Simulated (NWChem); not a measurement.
**[S3]− at UBLYP-D3(0)/6-31G (density fitting, then freq 1, trust 0.2)**

We compute a geometry optimisation of [S3]−. 

The results are computed with NWChem 7.3.0.

## (1) The system as given

[S3]− has 3 atoms, charge -1, and is taken as a doublet. The shape was changed from the relaxed one by the stated rule. The run starts from this shape.

Bond lengths: S1–S2 1.985 Å. A long contact: S2–S3 2.975 Å.

## (2) A structure relaxation at UBLYP-D3(0)/6-31G (density fitting, then freq 1, trust 0.2)

The input, job.nw:

```
start job
title "S3 BLYP"
memory stack 880 mb heap 220 mb global 1100 mb
charge -1

geometry units angstrom
  S    -1.278775    1.028010    1.914355
  S     0.235595    1.317490    0.664385
  S     0.720140   -0.880310   -1.281490
end

basis spherical
  * library 6-31G
end

basis "cd basis" spherical
  * library "dgauss a2 dft coulomb fitting"
end

dft
  xc becke88 lyp
  mult 2
  disp vdw 3
  grid coarse
  direct
  iterations 200
  mulliken
  noprint "final vectors analysis"
end

driver
  maxiter 60
  trust 0.2
end

freq
  temp 2 298.15 373.15
end

task dft optimize
task dft frequencies
```

Launch:

```sh
$ nwchem job.nw > job.out
```

The log of the run:

```text
Northwest Computational Chemistry Package (NWChem) 7.3.0
             --------------------------------------------------------

           Job information
           ---------------

    nwchem branch   = 7.3.0
    use scalapack   = T
    input           = job.nw
    prefix          = job.
    data base       = ./job.db
    status          = startup
    nproc           =        1

           Memory information
           ------------------

    heap     =     28835838 doubles =      220.0 Mbytes
    stack    =    115343355 doubles =      880.0 Mbytes
    global   =    144179200 doubles =     1100.0 Mbytes (distinct from heap & stack)
    total    =    288358393 doubles =     2200.0 Mbytes
    verify   = yes
    hardfail = no

           Directory information
           ---------------------

  0 permanent = .
  0 scratch   = .

                                NWChem Input Module
                                -------------------

                                      S3 BLYP
                                      -------

 Scaling coordinates for geometry "geometry" by  1.889725989
 (inverse scale =  0.529177249)

 CS  symmetry detected

          ------
          auto-z
          ------
  autoz: The atoms group into disjoint clusters
 cluster   1:    1    2
 cluster   2:    3
 Connecting clusters   1   2 via atoms    2    3 r = 2.98
  autoz: regenerating connections with new bonds
  no constraints, skipping    0.0000000000000000
  no constraints, skipping    0.0000000000000000

                             Geometry "geometry" -> ""
                             -------------------------

 Output coordinates in angstroms (scale by  1.889725989 to convert to a.u.)

[... 490 lines left out ...]
          Convergence on density requested:  1.00D-05
[... 407 lines left out ...]
            Nuclear Dipole moment (a.u.)
[... 452 lines left out ...]
          Convergence on density requested:  1.00D-05
[... 475 lines left out ...]
         Total DFT energy =    -1194.857551485163
[... 400 lines left out ...]
           Coulomb energy =      702.065305038494
[... 454 lines left out ...]
   convergence    iter        energy       DeltaE   RMS-Dens  Diis-err    time
[... 464 lines left out ...]
          Convergence on density requested:  1.00D-05
[... 440 lines left out ...]
  The DFT is already converged
[... 399 lines left out ...]
     step= 1.00 grad=-3.8D-05 hess= 1.7D-05 energy=  -1194.859705 mode=accept
[... 359 lines left out ...]
           Coulomb energy =      701.846698253103
[... 452 lines left out ...]
   convergence    iter        energy       DeltaE   RMS-Dens  Diis-err    time
[... 426 lines left out ...]
          Convergence on energy requested:  1.00D-06
[... 406 lines left out ...]
    Exchange-Corr. energy =      -77.287272899109
[... 434 lines left out ...]
           Coulomb energy =      701.875373557817
[... 434 lines left out ...]
      One electron energy =    -1979.259689381073
[... 435 lines left out ...]
         Total DFT energy =    -1194.859704675890
[... 427 lines left out ...]
   convergence    iter        energy       DeltaE   RMS-Dens  Diis-err    time
[... 108 lines left out ...]
 d_dipole_y/<atom=   2,z> =     0.0000     [    0.0000]
[... 153 lines left out ...]
   - Translational                =   40.690 cal/mol-K (mol. weight =  95.9162)
[... 3 lines left out ...]
 Cv (constant volume heat capacity) =   11.039 cal/mol-K
   - Translational                  =    2.979 cal/mol-K
   - Rotational                     =    2.979 cal/mol-K
   - Vibrational                    =    5.081 cal/mol-K

          -------------------------------------------------
          NORMAL MODE EIGENVECTORS IN CARTESIAN COORDINATES
          -------------------------------------------------
             (Projected Frequencies expressed in cm-1)

                    1           2           3           4           5           6

 P.Frequency       -0.00       -0.00        0.00        0.00        0.00        0.00

           1    -0.01928    -0.12320     0.00000     0.00000     0.00000     0.08693
[... 7 lines of this table left out ...]
           9     0.00000     0.00000     0.00000     0.00000     0.17685     0.00000

                    7           8           9

 P.Frequency      219.96      415.23      423.66

           1     0.02452    -0.06109    -0.06195
[... 7 lines of this table left out ...]
           9     0.00000     0.00000     0.00000

 ----------------------------------------------------------------------------
 Normal Eigenvalue ||    Projected Derivative Dipole Moments (debye/angs)
  Mode   [cm**-1]  ||      [d/dqX]             [d/dqY]           [d/dqZ]
 ------ ---------- || ------------------ ------------------ -----------------
    1       -0.000 ||      -0.295              -0.012             0.000
    2       -0.000 ||       0.260               0.349             0.000
    3        0.000 ||       0.000               0.000            -0.379
[... 5 lines of this table left out ...]
    9      423.660 ||       0.080               0.131             0.000
 ----------------------------------------------------------------------------

 ----------------------------------------------------------------------------
 Normal Eigenvalue ||           Projected Infra Red Intensities
  Mode   [cm**-1]  || [atomic units] [(debye/angs)**2] [(KM/mol)] [arbitrary]
 ------ ---------- || -------------- ----------------- ---------- -----------
    1       -0.000 ||    0.003783           0.087         3.687       4.079
    2       -0.000 ||    0.008204           0.189         7.997       8.847
    3        0.000 ||    0.006232           0.144         6.076       6.721
[... 5 lines of this table left out ...]
    9      423.660 ||    0.001017           0.023         0.992       1.097
 ----------------------------------------------------------------------------

 vib:animation  F

 Task  times  cpu:       25.9s     wall:       25.9s
 Total times  cpu:       78.2s     wall:       78.2s
```

It took 79 s on 1 thread of Intel Xeon Platinum 8259CL at 2.50GHz (Skylake/Cascade Lake), shared host; peak memory 0.12 GiB.

The path in brief:

```
step  energy from the first frame kept (eV)  largest force (eV/Å)
   0                                 0.0000                4.0316
   1                                -0.6002                1.5117
   2                                -1.1075                0.6848
   3                                -1.1637                0.2163
   4                                -1.1655                0.1182
   5                                -1.1655                0.0671
   6                                -1.1661                0.0227
   7                                -1.1661                0.0071
   8                                -1.1661                0.0009
```

After the run. Bond lengths: S1–S2 2.208 Å, S2–S3 2.208 Å. Angles: S1–S2–S3 111.6°.

## (3) Results

Level: UBLYP-D3(0)/6-31G (density fitting, then freq 1, trust 0.2).

```
                   quantity           value
    total energy at the end  -1194.85971 Eh
          dispersion energy    -3.13 kJ/mol
                       ⟨S²⟩           0.750
 lowest harmonic wavenumber        220 cm⁻¹
highest harmonic wavenumber        424 cm⁻¹
          zero-point energy      6.3 kJ/mol
```

**Reading.** At the final geometry: Bond lengths: S1–S2 2.208 Å, S2–S3 2.208 Å. Angles: S1–S2–S3 111.6°. The program took a symmetry number of 1 where this shape has 2, so the entropy in its output is too high by R ln(2/1) = 1.38 cal/(mol K). All 3 modes are real, so the shape is a minimum at this level. The optimisation took 9 steps and changed the energy by -1.166 eV.
